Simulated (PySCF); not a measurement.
Bond length, frequency and bond energy of NaC by level of theory

State: ⁴Σ⁻ (quartet), unpaired electrons σ ↑, π ↑↑. Set-up: Na cc-pVDZ, C cc-pVDZ; no relativity (PySCF 2.14). De refers to Na + C in their high-spin ground configurations, without counterpoise correction. The functionals are run spin-unrestricted. A positive dipole means Na(−)C(+).

```
      Level  Re (Å)  ωe (cm⁻¹)  De (eV)  μ (D)  CPU s a point (SCF and correlation, without the integrals)
        UHF   2.247        454     1.22  -8.41                                                       0.045
    UHF-MP2   2.253        436     1.77    n/a                                                       0.068
UHF-SCS-MP2   2.251        439     1.54    n/a                                                         n/a
   UHF-CCSD   2.255        432     1.66    n/a                                                         n/a
UHF-CCSD(T)   2.258        429     1.69    n/a                                                         1.1
        PBE   2.255        409     2.08  -6.49                                                        0.29
       TPSS   2.257        414     2.08  -6.89                                                        0.49
     r²SCAN   2.246        430     2.14  -7.27                                                        0.43
      B3LYP   2.241        421     1.80  -6.88                                                        0.33
       PBE0   2.236        431     1.95  -7.26                                                        0.43
        M06   2.234        435     2.26  -7.82                                                        0.59
```

Question: Which functional lies closest to UHF-CCSD(T) in De, which farthest, and by how much do they differ from it?

Answer: Closest is B3LYP (-1.7 pm in Re, -1.9 % in ωe, +0.11 eV in De against UHF-CCSD(T) in the same basis), farthest M06 (-2.4 pm in Re, +1.4 % in ωe, +0.57 eV in De). CCSD(T) converges more slowly with the basis than the functionals do and binds too weakly in this one, so the order can change at the basis-set limit.

Question: What does all correlation do here, going from UHF to UHF-CCSD(T)?

Answer: UHF-CCSD(T) less UHF: +1.1 pm in Re, -5.5 % in ωe, +0.47 eV in De. Correlation nearly always deepens the well. The bond lengthens, as in strong covalent bonds, where excitations into antibonding orbitals dominate.

Correlated steps freeze 2 core orbitals. Correlated levels converge slowly with the basis: in double zeta they bind strong bonds too weakly, by up to about 1 eV, and carry superposition errors of some tenths. The state is the lowest determinant that a PBE0 search found; another state may lie lower at other levels.

The whole job (state search and all levels along the bond) took about 1 min on 1 thread of Arm Neoverse V1 (shared host), peak memory 0.38 GiB.
